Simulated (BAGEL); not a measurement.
# BH2SCl (SMILES SBCl) at HF/def2-SVPD (density fitting with qzvpp-jkfit)

What is the vertical ionisation energy of BH2SCl at HF/def2-SVPD (density fitting with qzvpp-jkfit)? 

Program for the calculation: BAGEL 1.2.2.

2 further runs of the same task are left out: 2 set aside as unsound or not needed.

### Step 1. The system as given

BH2SCl has 5 atoms, charge 0, and is taken as a singlet. As SMILES, `SBCl`. The coordinates come from a PBE0-D4/def2-TZVP relaxation. This is one conformer, not always the lowest.

Bond lengths: S1–B2 1.779 Å, B2–Cl3 1.745 Å, S1–H4 1.343 Å, B2–H5 1.189 Å. Angles: S1–B2–Cl3 118.6°, S1–B2–H5 122.1°, Cl3–B2–H5 119.3°, B2–S1–H4 96.0°.

### Step 2. A single-point energy at HF/def2-SVPD (density fitting with qzvpp-jkfit)

File job.json:

```json
{ "bagel" : [

{
  "title" : "molecule",
  "basis" : "def2-svpd.json",
  "df_basis" : "qzvpp-jkfit",
  "angstrom" : "true",
  "geometry" : [
    { "atom" : "S", "xyz" : [      -1.294500,      -0.008800,      -0.323500 ] },
    { "atom" : "B", "xyz" : [       0.402900,      -0.217800,       0.164700 ] },
    { "atom" : "Cl", "xyz" : [       0.888700,      -1.738900,       0.868900 ] },
    { "atom" : "H", "xyz" : [      -1.157600,       1.248200,      -0.777100 ] },
    { "atom" : "H", "xyz" : [       1.210400,       0.643400,       0.025700 ] }
  ]
},

{ "title" : "hf" },

{ "title" : "print", "file" : "orbitals.molden", "orbitals" : "true" }

]}
```

The basis set def2-SVPD is read from a file made from the Basis Set Exchange's data (not shown).

Started as:

```
$ BAGEL_NUM_THREADS=1 BAGEL job.json > job.out
```

Standard output:

```text
* using 1 threads per process

  ===============================================================
  ===============================================================

  *** Geometry ***

  { "atom" : "S", "xyz" : [     -2.446250,     -0.016630,     -0.611326 ] },
  { "atom" : "B", "xyz" : [      0.761371,     -0.411582,      0.311238 ] },
  { "atom" : "Cl", "xyz" : [      1.679400,     -3.286045,      1.641983 ] },
  { "atom" : "H", "xyz" : [     -2.187547,      2.358756,     -1.468506 ] },
  { "atom" : "H", "xyz" : [      2.287325,      1.215850,      0.048566 ] },

  Number of auxiliary basis functions:      367

  Since a DF basis is specified, we compute 2- and 3-index integrals:
    o Being stored without compression. Storage requirement is 0.024 GB

  Number of basis functions:       90
  Number of electrons      :       40

    * METHOD: MOLECULE                             0.26

  *** RHF ***

  === Nuclear Repulsion ===
   115.9794314719

      * DIIS with orbital gradients will be used.

  === RHF iteration (def2-svpd.json) ===
      0       -882.60652973          0.00878258           0.06
      1       -882.66242614          0.00323016           0.07
      2       -882.66802615          0.00097450           0.08
      3       -882.66878887          0.00017516           0.05
      4       -882.66881576          0.00006048           0.05
      5       -882.66881955          0.00001733           0.05
      6       -882.66881983          0.00000587           0.05
      7       -882.66881986          0.00000230           0.06
      8       -882.66881987          0.00000059           0.05
      9       -882.66881987          0.00000018           0.05
     10       -882.66881987          0.00000006           0.05
     11       -882.66881987          0.00000002           0.05
     12       -882.66881987          0.00000001           0.05
    * SCF iteration converged.

    * Permanent dipole moment:
           (    0.008277,    -0.656427,     0.255755) a.u.

    * METHOD: HF                                   1.00

    * METHOD: PRINT                                0.01

  ===============================================================
```

Run time: 1.6 s. Hardware: 1 thread of Intel Xeon Platinum 8259CL at 2.50GHz (Skylake/Cascade Lake), shared host; peak memory 0.096 GiB.

### Step 3. The doublet cation, same level

File input.json:

```json
{ "bagel": [

{
  "title": "molecule",
  "basis": "def2-svpd.json",
  "df_basis": "qzvpp-jkfit",
  "angstrom": "true",
  "geometry": [
    { "atom": "S", "xyz": [      -1.294500,      -0.008800,      -0.323500 ] },
    { "atom": "B", "xyz": [       0.402900,      -0.217800,       0.164700 ] },
    { "atom": "Cl", "xyz": [       0.888700,      -1.738900,       0.868900 ] },
    { "atom": "H", "xyz": [      -1.157600,       1.248200,      -0.777100 ] },
    { "atom": "H", "xyz": [       1.210400,       0.643400,       0.025700 ] }
  ]
},

{ "title": "uhf", "charge": 1, "nopen": 1 },

{ "title": "print", "file": "orbitals.molden", "orbitals": "true" }

]}
```

The basis set def2-SVPD is read from a file made from the Basis Set Exchange's data (not shown).

Started as:

```
$ BAGEL_NUM_THREADS=1 BAGEL input.json > input.out
```

Standard output:

```text
* using 1 threads per process

  ===============================================================
  ===============================================================

  *** Geometry ***

  { "atom" : "S", "xyz" : [     -2.446250,     -0.016630,     -0.611326 ] },
  { "atom" : "B", "xyz" : [      0.761371,     -0.411582,      0.311238 ] },
  { "atom" : "Cl", "xyz" : [      1.679400,     -3.286045,      1.641983 ] },
  { "atom" : "H", "xyz" : [     -2.187547,      2.358756,     -1.468506 ] },
  { "atom" : "H", "xyz" : [      2.287325,      1.215850,      0.048566 ] },

  Number of auxiliary basis functions:      367

  Since a DF basis is specified, we compute 2- and 3-index integrals:
    o Being stored without compression. Storage requirement is 0.024 GB

  Number of basis functions:       90
  Number of electrons      :       40

    * METHOD: MOLECULE                             0.18

  *** Open-shell HF ***

  === Nuclear Repulsion ===
   115.9794314719

      * DIIS with orbital gradients will be used.

  === UHF iteration (def2-svpd.json) ===
      0       -882.22171604          0.02181451           0.11
      1       -882.29657435          0.00710017           0.11
      2       -882.30712895          0.00325166           0.11
      3       -882.30930600          0.00108237           0.11
      4       -882.30997923          0.00036624           0.11
      5       -882.31007543          0.00018490           0.10
      6       -882.31012795          0.00005718           0.11
      7       -882.31013856          0.00002956           0.10
      8       -882.31014471          0.00001205           0.11
      9       -882.31014617          0.00000629           0.11
     10       -882.31014655          0.00000303           0.11
     11       -882.31014661          0.00000176           0.11
     12       -882.31014662          0.00000123           0.11
     13       -882.31014663          0.00000085           0.10
     14       -882.31014663          0.00000053           0.10
     15       -882.31014663          0.00000025           0.12
     16       -882.31014663          0.00000011           0.11
     17       -882.31014663          0.00000006           0.11
     18       -882.31014663          0.00000004           0.11
     19       -882.31014663          0.00000002           0.11
     20       -882.31014663          0.00000001           0.11
    * SCF iteration converged.

    * S^2 (UHF) is 0.7642

    * Permanent dipole moment:
           (    1.136822,    -1.660264,     0.914532) a.u.

    * METHOD: UHF                                  2.41

    * METHOD: PRINT                                0.01

  ===============================================================
```

Run time: 2.9 s. Hardware: 1 thread of Intel Xeon Platinum 8259CL at 2.50GHz (Skylake/Cascade Lake), shared host; peak memory 0.096 GiB.

### Step 4. Results

Level: HF/def2-SVPD (density fitting with qzvpp-jkfit).

| quantity | value |
| --- | --- |
| singlet BH2SCl: total energy | -882.66882 Eh |
| singlet BH2SCl: dipole moment | 1.79 D |
| singlet BH2SCl: HOMO energy | -11.07 eV |
| singlet BH2SCl: LUMO energy | 1.76 eV |
| singlet BH2SCl: HOMO–LUMO gap | 12.83 eV |
| doublet cation: total energy | -882.31015 Eh |
| doublet cation: ⟨S²⟩ | 0.764 |
| vertical ionisation energy (to the doublet cation) | 9.760 eV |

What this shows: The vertical ionisation energy comes to 9.76 eV (942 kJ/mol). −ε(HOMO) before ionisation, 11.07 eV, is 1.31 eV above this ionisation energy.
